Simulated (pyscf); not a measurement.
`[F][Ge][F]` [singlet] + `[H][H]` + `[H][H]` → `[F][GeH2][F]` + `[H][H]` (multi-bond step; singlet surface; H–H, H–H broken, Ge–H, Ge–H, H–H formed). Optimised with ωB97X-D3(BJ)/def2-SVP in PySCF. Energies in kcal/mol from the separated reactants.

```
level                   barrier  reaction energy
----------------------  -------  ---------------
PBE/def2-TZVP                 ?             -7.2
r²SCAN/def2-TZVP           38.1            -12.9
B3LYP-D3(BJ)/def2-TZVP     44.3             -7.4
PBE0-D3(BJ)/def2-TZVP      38.6            -13.5
M06-2X/def2-TZVP           50.1            -13.4
HF/def2-TZVP                  ?                ?
```

### Question
What belongs in the gaps?

### Answer

- PBE/def2-TZVP, barrier: 36.2
- HF/def2-TZVP, barrier: 69.9
- HF/def2-TZVP, reaction energy: -17.7

The functionals in the table span 13.9 kcal/mol in this barrier, from PBE to M06-2X. One saddle was located; it need not be the lowest between these sides. Elements up to Kr have no core potential and no relativistic terms here.
